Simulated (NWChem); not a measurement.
The numbers come from NWChem runs, not from measurements. System: C₂H₃F, charge 0, spin multiplicity 1, at a geometry optimised with PBE0/def2-SVP. The structure started from a generated list of species. Level: TDA-BHandHLYP/def2-SVPD.

Job file:

```
start mol
memory heap 200 mb stack 900 mb global 1100 mb
geometry units angstroms nocenter noautoz
  C      1.181532    -0.187125     0.000000
  C     -0.125901    -0.407517     0.000000
  F     -1.021295     0.574328     0.000000
  H      1.582303     0.828653     0.000000
  H      1.869994    -1.032470     0.000000
  H     -0.594425    -1.397286     0.000000
  symmetry group Cs
end
basis spherical
  * library def2-svpd
end
dft
  xc bhlyp
  semidirect memsize 60000000 filesize 0
  iterations 100
end
tddft
  cis
  nroots 5
  notriplet
  thresh 1e-4
end
task tddft energy
```

NWChem printed:

```
             Northwest Computational Chemistry Package (NWChem) 7.3.0
             --------------------------------------------------------

                                NWChem Input Module
                                -------------------

 Scaling coordinates for geometry "geometry" by  1.889725989
 (inverse scale =  0.529177249)

 Turning off AUTOSYM since
 SYMMETRY directive was detected!

                             Geometry "geometry" -> ""
                             -------------------------

 Output coordinates in angstroms (scale by  1.889725989 to convert to a.u.)

  No.       Tag          Charge          X              Y              Z
 ---- ---------------- ---------- -------------- -------------- --------------
    1 C                    6.0000     1.18153200    -0.18712500     0.00000000
    2 C                    6.0000    -0.12590100    -0.40751700     0.00000000
    3 F                    9.0000    -1.02129500     0.57432800     0.00000000
    4 H                    1.0000     1.58230300     0.82865300     0.00000000
    5 H                    1.0000     1.86999400    -1.03247000     0.00000000
    6 H                    1.0000    -0.59442500    -1.39728600     0.00000000

 Effective nuclear repulsion energy (a.u.)      67.6383997719

            Nuclear Dipole moment (a.u.)
            ----------------------------
        X                 Y               Z
 ---------------- ---------------- ----------------
     0.0000056692    -0.0000056692     0.0000000000

      Symmetry information
      --------------------

 Group name             Cs
 Group number              2
 Group order               2
 No. of unique centers     6

      Symmetry unique atoms

     1    2    3    4    5    6


 Summary of "ao basis" -> "" (spherical)
 ------------------------------------------------------------------------------
       Tag                 Description            Shells   Functions and Types
 ---------------- ------------------------------  ------  ---------------------
 *                         def2-svpd                  on all atoms

                                 NWChem DFT Module
[...]
     Pearson C.C. =   0.0369

     Occ.    8  a'  ---  Virt.   14  a'      -0.06544
     Occ.    8  a'  ---  Virt.   41  a'      -0.05325
     Occ.   10  a'  ---  Virt.   16  a'       0.06934
     Occ.   10  a'  ---  Virt.   21  a'      -0.07294
     Occ.   11  a'  ---  Virt.   14  a'      -0.05098
     Occ.   11  a'  ---  Virt.   16  a'      -0.05315
     Occ.   12  a"  ---  Virt.   13  a"       0.96274
  ----------------------------------------------------------------------------
  Root   4 singlet a"             0.331705576 a.u.                9.0262 eV
  ----------------------------------------------------------------------------
     Transition Moments    X -0.00000   Y -0.00000   Z  0.17027
     Transition Moments   XX -0.00000  XY -0.00000  XZ  0.45731
     Transition Moments   YY  0.00000  YZ  0.34975  ZZ  0.00000
     Dipole Oscillator Strength                    0.0064113682
     Electric Quadrupole                           0.0000000644
     Magnetic Dipole                               0.0000010806
     Total Oscillator Strength                     0.0064125132

          sigma_e =   2.2635 Angstrom
          sigma_h =   1.3053 Angstrom
         |d_h->e| =   0.9335 Angstrom
            d_exc =   2.7550 Angstrom
            d_CD1 =   1.8918 Angstrom
            d_CD2 =  -0.8509 Angstrom
            d_CD3 =   3.6885 Angstrom
     Pearson C.C. =   0.0184

     Occ.   11  a'  ---  Virt.   13  a"      -0.12517
     Occ.   12  a"  ---  Virt.   15  a'      -0.12522
     Occ.   12  a"  ---  Virt.   16  a'       0.88392
     Occ.   12  a"  ---  Virt.   17  a'       0.34709
     Occ.   12  a"  ---  Virt.   18  a'       0.07374
     Occ.   12  a"  ---  Virt.   20  a'       0.08495
     Occ.   12  a"  ---  Virt.   21  a'      -0.18171
     Occ.   12  a"  ---  Virt.   27  a'       0.07492
     Occ.   12  a"  ---  Virt.   30  a'       0.05005
  ----------------------------------------------------------------------------
  Root   5 singlet a"             0.344405616 a.u.                9.3718 eV
  ----------------------------------------------------------------------------
     Transition Moments    X -0.00000   Y -0.00000   Z -0.07123
     Transition Moments   XX -0.00000  XY  0.00000  XZ -0.32530
     Transition Moments   YY  0.00000  YZ -0.39329  ZZ  0.00000
     Dipole Oscillator Strength                    0.0011650336
     Electric Quadrupole                           0.0000000567
     Magnetic Dipole                               0.0000032020
     Total Oscillator Strength                     0.0011682923

          sigma_e =   2.2991 Angstrom
          sigma_h =   1.3655 Angstrom
         |d_h->e| =   0.7016 Angstrom
            d_exc =   2.7194 Angstrom
            d_CD1 =   1.6352 Angstrom
            d_CD2 =  -1.1308 Angstrom
            d_CD3 =   3.4209 Angstrom
     Pearson C.C. =   0.0395

     Occ.    8  a'  ---  Virt.   13  a"      -0.05817
     Occ.   11  a'  ---  Virt.   13  a"       0.59726
     Occ.   11  a'  ---  Virt.   24  a"       0.05126
     Occ.   11  a'  ---  Virt.   26  a"       0.05459
     Occ.   12  a"  ---  Virt.   14  a'       0.06536
     Occ.   12  a"  ---  Virt.   15  a'      -0.21349
     Occ.   12  a"  ---  Virt.   16  a'      -0.23356
     Occ.   12  a"  ---  Virt.   17  a'       0.70147
     Occ.   12  a"  ---  Virt.   18  a'      -0.09392
     Occ.   12  a"  ---  Virt.   21  a'      -0.08655
     Occ.   12  a"  ---  Virt.   23  a'      -0.06167
     Occ.   12  a"  ---  Virt.   27  a'       0.07366
     Occ.   12  a"  ---  Virt.   33  a'      -0.05512

              Target root =      1
          Target symmetry = none
      Ground state energy =   -177.611246482707
        Excitation energy =      0.277188074941
     Excited state energy =   -177.334058407766

  stored tddft:energy   -177.33405840776649

 Task  times  cpu:       42.6s     wall:       42.6s

 Total times  cpu:       42.7s     wall:       42.7s
```
